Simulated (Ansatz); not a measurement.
Isomers of C2H7N, B3LYP-D3(BJ)/def2-TZVP minima from an xTB search, which can miss the lowest.
Isomer 1, SMILES CCN (charge 0, multiplicity 1, Z-matrix in Å and degrees):
```
C
H 1 1.0932
H 1 1.0932 2 106.13
N 1 1.4627 2 107.63 3 115.01
H 4 1.0142 1 110.48 2 64.08
H 4 1.0142 5 106.70 1 -120.13
C 1 1.5281 2 109.64 3 -118.33
H 7 1.0931 1 110.87 2 -62.05
H 7 1.0931 8 107.82 1 121.53
H 7 1.0933 8 107.89 9 116.28
```
Isomer 2, SMILES CNC (charge 0, multiplicity 1):
```tsv
atom	x (Å)	y (Å)	z (Å)
C	1.1818	-0.2782	0.0955
N	-0.0302	-0.1429	-0.6951
C	-1.2020	0.1627	0.1085
H	1.4007	0.5963	0.7307
H	1.0908	-1.1463	0.7530
H	2.0352	-0.4477	-0.5622
H	0.0979	0.5707	-1.4014
H	-2.0665	0.3108	-0.5398
H	-1.4206	-0.6818	0.7667
H	-1.0870	1.0564	0.7443
```

Cores are frozen in the correlated methods. MP2 and its Hartree–Fock in cc-pVQZ are density fitted.

Run with Ansatz (Gaussian orbitals). 

The energy of isomer 2 above isomer 1 is E(isomer 2) − E(isomer 1). Total energies (hartree):

```
level                isomer 2      isomer 1
---------------  ------------  ------------
HF/cc-pVTZ       -134.2924433  -134.3039354
MP2/cc-pVTZ      -134.8693022  -134.8825014
HF/cc-pVQZ       -134.3021315  -134.3136912
MP2/cc-pVQZ      -134.9159423  -134.9293603
CCSD(T)/cc-pVTZ  -134.9264701  -134.9392975
```

Problem. Work out the energy of isomer 2 above isomer 1 at the basis-set limit: extrapolate the MP2 correlation part as X⁻³, take Hartree–Fock from the larger set, and add the CCSD(T) − MP2 difference of cc-pVTZ.

Solution. 
1. Differences (1 hartree = 627.509 kcal/mol): HF/cc-pVTZ 7.211; MP2/cc-pVTZ 8.283; HF/cc-pVQZ 7.254; MP2/cc-pVQZ 8.420; CCSD(T)/cc-pVTZ 8.049.
2. Correlation parts, MP2 less HF: 1.071 in cc-pVTZ (X = 3), 1.166 in cc-pVQZ (X = 4).
3. Limit (4³·(1.166) − 3³·(1.071))/(4³ − 3³) = 1.235; with HF/cc-pVQZ it gives 8.489.
4. CCSD(T) less MP2 in cc-pVTZ: -0.233.
Result: 8.26 kcal/mol, against 8.28 at MP2/cc-pVTZ. It is an estimate of this method's limit, not of the exact value.

Ansatz is a quantum-chemistry and plane-wave program.
